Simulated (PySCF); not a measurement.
Level of theory and bond dissociation enthalpies: ethylene

Structure: `C=C` (C2H4). Numbering: `[CH2:1]=[CH2:2]`

All levels share the PBE0-D3(BJ)/def2-SVP structures and the PBE0-D3(BJ)/def2-SVP thermal terms; only the single-point energies (PySCF) change. Values are bond dissociation enthalpies (298 K, kJ/mol).

```tsv
level	C1–H	abs. error	time
HF/ma-def2-TZVP	346	117.0	1.1 s
CCSD(T)/ma-def2-TZVP	451	11.7	62 s
M06-2X/def2-TZVP	455	7.2	–
MP2/ma-def2-TZVP	472	9.3	3.7 s
ATcT 1.112	463
```

Times are wall times for all single points of a level on 1 thread of Intel Xeon Platinum 8259CL @ 2.50GHz, a shared host; the dash marks the run that also made the structures.

Hartree-Fock leaves out electron correlation, so its bond energies come out too low, often by 100 kJ/mol or more.

The spread: 126 kJ/mol, from 346 to 472.

---

## How the method moves the bond dissociation enthalpies of methane

Structure: `C` (CH4). Numbering: `[CH4:1]`

All levels share the PBE0-D3(BJ)/def2-SVP structures and the PBE0-D3(BJ)/def2-SVP thermal terms; only the single-point energies (PySCF) change. Values are bond dissociation enthalpies (298 K, kJ/mol).

```csv
level,C1–H,abs. error,time
HF/jun-cc-pV(T+d)Z,324,114.9,0.29 s
MP2/jun-cc-pV(T+d)Z,429,10.0,1.1 s
CCSD(T)/jun-cc-pV(T+d)Z,432,7.1,10 s
ωB97X-D3(BJ)/def2-TZVP,436,2.9,–
ATcT 1.112,439,,
```

Times are wall times for all single points of a level on 1 thread of AMD EPYC 9R45 96-Core, a shared host; the dash marks the run that also made the structures.

Hartree-Fock leaves out electron correlation, so its bond energies come out too low, often by 100 kJ/mol or more.

The spread: 112 kJ/mol, from 324 to 436.

---

## Level of theory and bond dissociation enthalpies: formaldehyde

Structure: `C=O` (CH2O). Atom numbers as in the mapped SMILES `[CH2:1]=[O:2]`.

All levels share the PBE0-D3(BJ)/def2-SVP structures and the PBE0-D3(BJ)/def2-SVP thermal terms; only the single-point energies (PySCF) change. Values are bond dissociation enthalpies (298 K, kJ/mol).

| level | C1–H | abs. error | time |
| --- | --- | --- | --- |
| HF/jun-cc-pV(T+d)Z | 284 | 85.3 | 0.63 s |
| PBE0-D3(BJ)/def2-TZVP | 355 | 14.2 | – |
| MP2/jun-cc-pV(T+d)Z | 357 | 12.2 | 2.8 s |
| CCSD(T)/jun-cc-pV(T+d)Z | 364 | 4.9 | 70 s |
| ATcT 1.112 | 369 |  |  |

Times are wall times for all single points of a level on 1 thread of Arm Neoverse V2, a shared host; the dash marks the run that also made the structures.

Hartree-Fock leaves out electron correlation, so its bond energies come out too low, often by 100 kJ/mol or more.

The spread: 80 kJ/mol, from 284 to 364.
